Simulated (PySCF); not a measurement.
Estimate the missing entries of this data sheet.

Fluoroethane, C2H5F.
SMILES: `FCC`

```json
{"property": "point group of the GFN2-xTB geometry", "level": "GFN2-xTB", "value": "?"}
{"property": "rotational constants A, B, C of the GFN2-xTB geometry", "level": "GFN2-xTB", "value": "?"}
{"property": "dipole moment", "level": "B3LYP/def2-SVPD", "value": "1.92 D"}
{"property": "HOMO energy", "level": "B3LYP/def2-SVPD", "value": "-9.23 eV"}
{"property": "LUMO energy", "level": "B3LYP/def2-SVPD", "value": "?"}
{"property": "lowest singlet excitation", "level": "TDDFT B3LYP/def2-SVPD", "value": "?"}
{"property": "strongest line among the 8 lowest singlet transitions", "level": "TDDFT B3LYP/def2-SVPD", "value": "?"}
{"property": "lowest triplet excitation (Tamm–Dancoff)", "level": "TDA B3LYP/def2-SVPD", "value": "?"}
{"property": "static isotropic polarisability", "level": "B3LYP/def2-SVPD", "value": "28.6 au"}
{"property": "electronic spatial extent ⟨r²⟩ about the centre of nuclear charge", "level": "B3LYP/def2-SVPD", "value": "?"}
```

Electronic properties: PySCF, gas phase, density fitting.

Task: What is the LUMO energy?

Result: 0.51 eV.

Task: What is the lowest singlet excitation?

Result: 8.67 eV (143 nm, f = 0.003).

Task: Give the electronic spatial extent ⟨r²⟩ about the centre of nuclear charge.

Result: 183 bohr².

Task: The rotational constants A, B, C of the GFN2-xTB geometry?

Result: 36.845, 9.405, 8.276 GHz.

Task: Give the strongest line among the 8 lowest singlet transitions.

Result: S7 at 10.28 eV (121 nm, f = 0.136).

Task: What is the point group of the GFN2-xTB geometry?

Result: Cs.

Task: Give the lowest triplet excitation (Tamm–Dancoff).

Result: 8.46 eV.

The 8 singlets span 8.67 to 10.35 eV, and their oscillator strengths add up to 0.32. The polarisability is 4.24 Å³ as a volume (1 au = 0.148185 Å³), or 1.10 au for each of the 26 electrons. A dipole of 1.92 D is allowed in Cs, and pure rotational transitions are dipole-allowed. The principal polarisabilities are 27.1, 28.3 and 30.6 au; their mean is the isotropic value. The dipole matches unit charges of opposite sign 0.40 Å apart (1 e·Å = 4.8032 D).

For the TDDFT job (B3LYP/def2-SVPD), time: 7.7 s of wall time. Hardware: one thread of an x86-64 server, on a shared host.
